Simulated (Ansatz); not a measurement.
Species: C₃H₈, charge 0, singlet. C3H8 (propane, SMILES CCC).
B3LYP-D3(BJ)/def2-TZVP minimum from Ansatz (a quantum-chemistry and plane-wave program):
```
C
H 1 1.0941
H 1 1.0941 2 106.12
C 1 1.5265 2 109.44 3 117.99
H 4 1.0917 1 111.60 2 -57.95
H 4 1.0929 5 107.78 1 122.13
H 4 1.0929 5 107.78 6 115.74
C 1 1.5265 2 109.44 3 -117.99
H 8 1.0917 1 111.60 2 57.95
H 8 1.0929 9 107.78 1 -122.13
H 8 1.0929 9 107.78 10 -115.74
```

Quantity: atomisation energy (electronic, to ground-state atoms), in kcal/mol. Open shells are spin-unrestricted; no spin-orbit coupling. CBS(X,Y): correlation extrapolated as X^-3, Hartree-Fock from the larger set. A bracket is a step between two methods taken in the basis named. Functionals run without relativity, which enters their misses. 'core' is core correlation in cc-pwCVTZ, 'X2C' scalar relativity in cc-pVTZ-DK, both at CCSD(T). Where a partner has so few electrons that a lower coupled-cluster level is exact, that level stands in.

CCSD(T)/CBS(cc-pVTZ,cc-pVQZ) + [CCSDT(Q) - CCSD(T)]/cc-pVDZ + core + X2C (Ansatz) gives 1008.7 kcal/mol.

Problem. What does PBE/def2-TZVPD (Ansatz) give here, and how do the other levels compare?

Solution. PBE gives 1014.1 kcal/mol, 5.4 kcal/mol above it. Differences of the others: B3LYP/def2-TZVPD (Ansatz) -6.7; PBE0/def2-TZVPD (Ansatz) -2.1; wB97M-V/def2-TZVPD (Ansatz) -2.1; CCSD(T)/CBS(cc-pVTZ,cc-pVQZ) + core + X2C (Ansatz) -0.3 kcal/mol. Nearer than PBE: PBE0/def2-TZVPD, wB97M-V/def2-TZVPD, CCSD(T)/CBS(cc-pVTZ,cc-pVQZ) + core + X2C.
